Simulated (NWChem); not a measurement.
A series in which one site is exchanged, each optimised at PBE0/def2-SVP with NWChem, gas phase unless a solvent is named. For some, no frequency run checked for a minimum. def2 effective core potentials on Cd; no spin-orbit coupling.

A: OO (H$_{2}$O$_{2}$; site = O)
B: [OH][CdH] (CdH2O; site = Cd)
C: [OH][MgH] (MgH2O; site = Mg)
D: [OH][BeH] (BeH$_{2}$O; site = Be)

Values for A:

| Quantity | Value |
|---|---|
| dipole (D), PBE0/def2-SVP | 1.80 |
| orbital gap (eV), PBE0/def2-SVP | 9.10 |
| static polarisability, CAM-B3LYP/def2-SVPD (bohr³) | 14.7 |

Problem. How do these values change for the other members?

Solution. 
```json
[
 {"change from A": "dipole (D), PBE0/def2-SVP", "B": "-0.22", "C": "-1.01", "D": "+0.10"},
 {"change from A": "orbital gap (eV), PBE0/def2-SVP", "B": "-2.10", "C": "-1.78", "D": "+0.63"},
 {"change from A": "static polarisability, CAM-B3LYP/def2-SVPD (bohr³)", "B": "+21.2", "C": "+16.9", "D": "+7.2"}
]
```
